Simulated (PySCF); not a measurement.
Input file for PySCF: R-B3LYP/6-31G* on CH4O (SMILES CO).

```python
from pyscf import gto, scf, dft, mp
from pyscf.data.elements import chemcore

mol = gto.M(
    atom='''
    O    -0.95088611    0.44249829   -0.00338119
    H     0.01338289    0.41002629   -0.00302719
    C    -1.41231511   -0.89295371    0.00489181
    H    -2.49860111   -0.86156671    0.00402881
    H    -1.09029011   -1.45243771   -0.87663719
    H    -1.09135211   -1.44113271    0.89388481
    ''',
    basis='6-31g*',
    cart=True,
    charge=0, spin=0, verbose=3, max_memory=1800)
mf = dft.RKS(mol, xc='b3lyp')
mf.conv_tol = 1e-8
mf.max_cycle = 100
mf.kernel()
if not mf.converged:
    mf = mf.newton().run(mf.mo_coeff, mf.mo_occ)
```

Task: Give the final energy of this run.

Result: -115.7142 hartree.
